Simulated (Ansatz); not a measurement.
The first iterations of a band of AlClH$_{2}$O (5 atoms, charge 0, multiplicity 1).

All numbers below come from RHF/def2-SVP (Ansatz 0.2.0).

```
movable images  : 9
climbing image  : yes
spring          : 0.5 eV/Å²
optimiser       : quadratic models (default)
start path      : through a guess of the saddle point
force threshold : 0.03 eV/Å
iteration limit : 60
end points      : relaxed
```

Initial state:

```xyz
5
Properties=species:S:1:pos:R:3
Al 0.474 -0.007 0.039
O 0.645 -0.159 1.698
H 0.045 -0.245 2.417
H 1.736 0.116 -0.863
Cl -1.454 0.014 -0.809
```

Final state:

```xyz
5
Properties=species:S:1:pos:R:3
Al 0.126 0.091 -1.142
O 0.947 -0.070 0.890
H 0.344 -0.163 1.619
H 1.842 -0.076 1.203
Cl -1.813 -0.064 -0.088
```

| iteration | highest image above the first end (eV) | largest band force component (eV/Å) |
| --- | --- | --- |
| 1 | 6.265 | 15.782 |
| 2 | 5.131 | 3.343 |
| 3 | 4.523 | 2.881 |
| 4 | 4.139 | 2.542 |
| 5 | 3.910 | 2.034 |
| 6 | 4.136 | 1.128 |
| 7 | 4.033 | 1.105 |
| 8 | 3.590 | 2.842 |
| 9 | 3.720 | 0.969 |

Task: Does the band converge within its limit, and where does its top end?

Result: The run converged. It ended after 27 iterations with the highest image 3.937 eV above the first end. Neighbouring images differ by up to 1.5 eV, so the band resolves the path poorly. Another band between the same ends (9 images) ends at a top of the same energy, where a vibrational analysis finds 1 clearly imaginary mode. The orbitals stay closed-shell, which can raise the energy where a bond breaks towards radicals; this wasn't checked here.

The run took 2.1 min on 1 thread of Arm Neoverse V1, on a shared host, peak memory 0.1 GiB.
